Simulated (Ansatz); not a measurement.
H2Ge–B, quartet: the ladder up to RCCSDTQ

Geometry: a PBE0/def2-TZVP stationary point for this spin, not checked as a minimum. The doublet lies 0.3 eV lower here.

| atom | x (Å) | y (Å) | z (Å) |
| --- | --- | --- | --- |
| Ge | 0.0000 | 0.0000 | 0.2232 |
| B | 0.0000 | 0.0000 | -1.7074 |
| H | 0.0000 | 1.2593 | 1.1123 |
| H | 0.0000 | -1.2593 | 1.1123 |

Basis cc-pVDZ; Ansatz 0.2.0. Only valence electrons are correlated (noble-gas cores and the filled d shells of p-block atoms frozen), which leaves 9 electrons in 36 orbitals. Prefix R: restricted or restricted open-shell reference. Active spaces: valence = (9e, 10o) chosen from the atoms' valence shells. No spin–orbit coupling is included, and no scalar relativity.

Full CI isn't at hand for all of this; RCCSDTQ serves as the reference, and is uncertain by about the last step of the cluster series.

For open shells CISD is restricted-active-space CI with the open shells as a complete middle space.

```
UHF ⟨S²⟩                          : 3.755
T1 diagnostic (RCCSD)             : 0.0226
largest doubles amplitude (RCCSD) : 0.049
```

**Question.** From what is known of these methods and the diagnostics, rank them by the size of their error in total energy against RCCSDTQ in cc-pVDZ, smallest first (an estimate: the text doesn't fix the numbers).
A. NEVPT2 (valence space)
B. RCCSD(T)
C. MRCISD (valence space)
D. CASSCF (valence space)
E. RCCSDT

**Answer.** E (7 meV), B (40 meV), C (158 meV), A (712 meV), D (2702 meV).

All errors are against RCCSDTQ in cc-pVDZ. Within each family the higher level lies nearer, as is usual though not guaranteed.

Natural occupations of CASSCF (valence space) about the gap: 1.981 1.969 1.961 0.998 0.998 0.988 0.040 0.026 0.022 0.017; effectively unpaired electrons, Σ n²(2−n)², 3.02.
